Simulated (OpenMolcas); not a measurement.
**AlH3Cl− (SMILES [AlH3-][Cl]) at HF/ANO-S-VDZ**

What is the vertical singlet–triplet gap of AlH3Cl− at HF/ANO-S-VDZ? 

The calculation is run with OpenMolcas 26.06.

6 further runs of the same task are left out: 6 set aside as unsound or not needed.

### Step 1. Starting point

AlH3Cl− has 5 atoms, charge -1, and is taken as a singlet. SMILES: `[AlH3-][Cl]`. The shape comes from GFN2-xTB, which is rough for such elements, and wasn't checked as a minimum.

Bond lengths: Al1–Cl2 2.098 Å, Al1–H3 1.609 Å, Al1–H4 1.608 Å, Al1–H5 1.608 Å. Angles: Cl2–Al1–H3 107.0°, Cl2–Al1–H4 107.0°, Cl2–Al1–H5 107.1°, H3–Al1–H4 111.8°, H3–Al1–H5 111.7°, H4–Al1–H5 111.8°.

### Step 2. Energy and gradient at HF/ANO-S-VDZ

Contents of job.input:

```
* AlClH3 Hartree-Fock

&GATEWAY
  Coord
  5
  angstrom
  Al       0.109160      -0.000440      -0.082500
  Cl      -1.562720      -0.002110       1.184250
  H        0.226090       1.478490      -0.704190
  H       -0.160190      -1.106410      -1.218300
  H        1.387660      -0.369540       0.820730
  Basis=ANO-S-VDZ
  Group=NoSym

&SEWARD

&SCF
  Charge=-1
  PrOrbitals=1 2

&ALASKA
```

Launch:

```console
$ export MOLCAS_MEM=1860
$ pymolcas job.input > job.log
```

Standard output:

```text
--- Start Module: gateway ---
[...]
--- Stop Module: gateway /rc=_RC_ALL_IS_WELL_ ---
[...]
      Basis functions           32
[...]
--- Start Module: scf ---
[...]
       Convergence after  12 Iterations
[...]
::    Total SCF energy                               -703.2165664470
[...]
      Total spin, S                                     0.0000000000
[...]
      Total electronic charge=   34.000000
      Total            charge=   -1.000000
[...]
      Dipole Moment (debye):
      Origin of the operator (angstrom)=   -0.7732   -0.0013    0.5860
                   X= -1.4760E+00               Y= -8.2402E-03               Z=  1.1206E+00           Total=  1.8532E+00
      Center of Charge (angstrom)
[...]
--- Stop Module: scf /rc=_RC_ALL_IS_WELL_ ---
--- Start Module: alaska ---
[...]
 *              Molecular gradients               *
 **************************************************
  Irreducible representation: a
 ------------------------------------------------------------------------------------------
                              X                       Y                       Z
 ------------------------------------------------------------------------------------------
  AL1              -4.91228596689517E-02   -2.32226499209164E-04    3.72508128689386E-02
  CL2               5.93855575618267E-02    9.61231376236001E-05   -4.50674025949009E-02
  H3               -2.16139574575902E-03   -7.22120890901801E-03    4.27126876915307E-03
  H4               -2.79265775654597E-04    5.49213065334819E-03    6.82040009195095E-03
  H5               -7.82203637146628E-03    1.86518161725102E-03   -3.27507913518188E-03
 ------------------------------------------------------------------------------------------
--- Stop Module: alaska /rc=_RC_ALL_IS_WELL_ ---
[...]
```

Run time: 2.4 s. Hardware: 1 thread of Arm Neoverse V2, shared host; peak memory 0.37 GiB.

### Step 3. The triplet

Contents of job.inp:

```
>>> EXPORT MOLCAS_PRINT=2

&GATEWAY
  Coord
  5
  angstrom
  Al       0.109160      -0.000440      -0.082500
  Cl      -1.562720      -0.002110       1.184250
  H        0.226090       1.478490      -0.704190
  H       -0.160190      -1.106410      -1.218300
  H        1.387660      -0.369540       0.820730
  Basis=ANO-S-VDZ
  Group=NoSym

&SEWARD

&SCF
  UHF
  Charge=-1
  Spin=3
  PrOrbitals=1 2

&ALASKA
```

Launch:

```console
$ export MOLCAS_MEM=1860
$ pymolcas job.inp > job.log
```

Standard output:

```text
--- Start Module: gateway ---
[...]
--- Stop Module: gateway /rc=_RC_ALL_IS_WELL_ ---
[...]
      Basis functions           32
[...]
--- Start Module: scf ---
[...]
       Convergence after  27 Iterations
[...]
::    Total SCF energy                               -702.9850179485
[...]
      Total spin, S                                     1.0055922589
[...]
      Total electronic charge=   34.000000
      Total            charge=   -1.000000
[...]
      Dipole Moment (debye):
      Origin of the operator (angstrom)=   -0.7732   -0.0013    0.5860
                   X= -3.4985E+00               Y= -1.9378E+00               Z=  3.0698E-01           Total=  4.0111E+00
      Center of Charge (angstrom)
[...]
--- Stop Module: scf /rc=_RC_ALL_IS_WELL_ ---
[...]
--- Start Module: alaska ---
[...]
 *              Molecular gradients               *
 **************************************************
  Irreducible representation: a
 ------------------------------------------------------------------------------------------
                              X                       Y                       Z
 ------------------------------------------------------------------------------------------
  AL1              -6.79737822569439E-02   -6.13049021931342E-02   -2.27587047289042E-02
  CL2               5.23132378633289E-02    8.10012807837995E-03   -2.99442620085024E-02
  H3                6.28902870055492E-03    3.84380891936287E-03    1.48910474741804E-02
  H4                1.05383605266241E-02    3.36110553523972E-02    3.28298643726570E-02
  H5               -1.16684483355423E-03    1.57499098429897E-02    4.98205489057657E-03
 ------------------------------------------------------------------------------------------
--- Stop Module: alaska /rc=_RC_ALL_IS_WELL_ ---
[...]
```

Run time: 3.3 s. Hardware: 1 thread of Arm Neoverse V2, shared host; peak memory 0.37 GiB.

### Step 4. Results

At HF/ANO-S-VDZ:

| quantity | value |
| --- | --- |
| singlet: total energy | -703.21657 Eh |
| singlet: HOMO energy | -5.74 eV |
| singlet: LUMO energy | 5.64 eV |
| singlet: HOMO–LUMO gap (to an unbound level, set by the basis) | 11.38 eV |
| singlet: largest force on an atom | 3.834 eV/Å |
| triplet: total energy | -702.98502 Eh |
| triplet: HOMO energy (highest over α and β) | 1.40 eV |
| triplet: ⟨S²⟩ | 2.017 |
| triplet: largest force on an atom | 4.850 eV/Å |
| vertical energy of the triplet above the singlet | 6.301 eV |

In words: At this shape the triplet lies 6.30 eV (608 kJ/mol) above the singlet. For an anion a state so high probably lies above electron detachment. The largest force (singlet) is 3.83 eV/Å: the shape isn't a stationary point for this species at this level. Mulliken charges (singlet) run from -0.61 on Cl2 to +0.80 on Al1; they depend strongly on the basis. The HOMO (triplet) lies at positive energy, 1.40 eV: the electron is unbound at this level or held by a compact basis; values depend on the basis.
